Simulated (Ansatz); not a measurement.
Cost and result for the atomization energy of C₂H₆N₂, SMILES `N/C=C\N` (10 atoms, 9 bonds).

Z-matrix (Å, degrees):
```
N
C 1 1.404
H 1 1.008 2 113.2
H 1 1.013 2 112.3 3 -124.6
C 2 1.333 1 122.4 3 165.5
H 2 1.082 1 117.2 3 -17.8
N 5 1.404 2 122.3 1 -3.2
H 5 1.082 2 120.3 1 -179.9
H 7 1.013 5 112.3 2 41.7
H 7 1.008 5 113.2 2 166.3
```

The species carries charge 0 and has multiplicity 1. All single points use the PBE0-D4/def2-TZVP geometry. It is one conformer, not always the lowest. Program: Ansatz. All runs use 2 threads of an Intel Xeon Platinum 8375C on a shared host. Times are those of one run each, without the atoms' runs, and a repeat can differ threefold. Electronic energies, without spin–orbit coupling; frozen cores. CCSD(T)/CBS adds CCSD(T) − MP2 in def2-TZVPP to the MP2 limit, and its time is that of the two runs behind it. T1 = 0.011. B3LYP takes the VWN-RPA correlation (the form of Gaussian; ORCA's B3LYP/G). HSE06 is the plane-wave form, built on full-range PBE exchange.

CCSD(T)/CBS is a level of theory with its own doubt, some kJ/mol a heavy atom from the limit and from the frozen cores, so smaller differences don't rank the functionals.

```csv
level,functions,wall time,atomization (kcal/mol),difference from CCSD(T)/CBS,per bond
LDA (SPW92)/def2-TZVPP,208,1.4 s,1055.9,149.7,16.6
revPBE-D4/def2-TZVPP,208,2.2 s,913.2,7.0,0.8
BLYP-D4/def2-TZVPP,208,2.2 s,918.4,12.2,1.4
HSE06-D4/def2-TZVPP,208,2.6 s,915.3,9.1,1.0
CCSD(T)/def2-SVP,86,2.8 s,850.8,-55.4,-6.2
B3LYP-D4/def2-TZVPP (with forces),208,3.2 s,914.4,8.2,0.9
B2PLYP/def2-TZVPP,208,4 s,900.9,-5.3,-0.6
ωB97X-V/def2-TZVPP,208,6 s,910.2,4.0,0.4
ωB97M-V/def2-TZVPP (with forces),208,7 s,912.2,6.0,0.7
B97M-V/def2-TZVPP,208,7.5 s,906.8,0.6,0.1
MP2/def2-QZVPP,408,15 s,907.7,1.5,0.2
CCSD(T)/def2-TZVPP,208,44 s,878.1,-28.1,-3.1
CCSD(T)/CBS(def2),–,59 s,906.2,0.0,0.0
```

From PBE to PBE0 (25 % exact exchange), in def2-TZVPP and without D4, the atomization energy moves by −23.4 kcal/mol: exact exchange takes away binding that semilocal exchange gives to molecules. In def2-TZVPP, CCSD(T) changes the Hartree–Fock value by +259.2 kcal/mol (the triples alone add +15.5 kcal/mol) and MP2 by +272.0 kcal/mol; breaking electron pairs costs correlation energy, which Hartree–Fock lacks. Leaving LDA and LC-ωPBE aside and taking each functional with its dispersion term where it has one, the values, not all of them listed here, spread over 59.8 kcal/mol, from BHLYP-D4 to PBE-D4. LDA lies +121.0 kcal/mol from PBE without D4, its usual overbinding.
